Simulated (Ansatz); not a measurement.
A nudged elastic band was laid between two geometries of BCl2H + H (5 atoms, charge 0, multiplicity 2).

Level of theory: UKS BLYP/6-31G* in Ansatz 0.2.0.

- movable images: 5
- climbing image: yes
- spring: 5.0 eV/Å²
- optimiser: quadratic models (default)
- start path: through a guess of the saddle point
- force threshold: 0.05 eV/Å
- iteration limit: 60
- end points: relaxed

Image 0:

```xyz
5
Properties=species:S:1:pos:R:3
B 0.000 -0.001 -0.288
H 0.000 -0.004 0.904
Cl 1.536 0.001 -1.153
Cl -1.536 0.001 -1.153
H 0.000 0.002 3.670
```

Image 6:

```xyz
5
Properties=species:S:1:pos:R:3
B 0.000 0.000 -0.693
H 0.000 -0.001 2.459
Cl 1.557 0.001 -1.497
Cl -1.557 0.001 -1.497
H 0.000 -0.001 3.208
```

Task: What changes between the two ends?

Result: Bonds broken: B1–H2. Bonds formed: H2–H5. BCl2H + H becomes BCl2 + H2.

Task: What energy profile does the band end with?

Result: It converged. The highest image is number 3 of 0 to 6, 0.224 eV above the first end and 0.311 eV above the last; the last end lies 0.087 eV below the first. A vibrational analysis at the climbing image gives 2 clearly imaginary modes (1052i, 76i cm⁻¹): a point of higher order. A lower path may pass nearby, or the ends, which weren't checked, may share the extra mode.

| image | path coordinate (Å) | energy (eV) | B1–H2 (Å) | H2–H5 (Å) |
| --- | --- | --- | --- | --- |
| 0 | 0.00 | 0.000 | 1.19 | 2.77 |
| 1 | 0.50 | 0.007 | 1.19 | 2.21 |
| 2 | 0.99 | 0.061 | 1.21 | 1.65 |
| 3 | 1.49 | 0.224 | 1.44 | 0.98 |
| 4 | 2.08 | 0.013 | 2.09 | 0.77 |
| 5 | 2.68 | -0.072 | 2.64 | 0.75 |
| 6 | 3.27 | -0.087 | 3.15 | 0.75 |

Task: What is the geometry of the highest image?

Result: 
```xyz
5
Properties=species:S:1:pos:R:3
B 0.000 -0.007 -0.042
H 0.000 -0.001 1.397
Cl 1.547 0.003 -0.874
Cl -1.547 0.003 -0.874
H 0.000 0.001 2.374
```

Run time: 48 s on 1 thread of Intel(R) Xeon(R) 6975P-C (Granite Rapids) (shared host), peak memory 0.14 GiB.
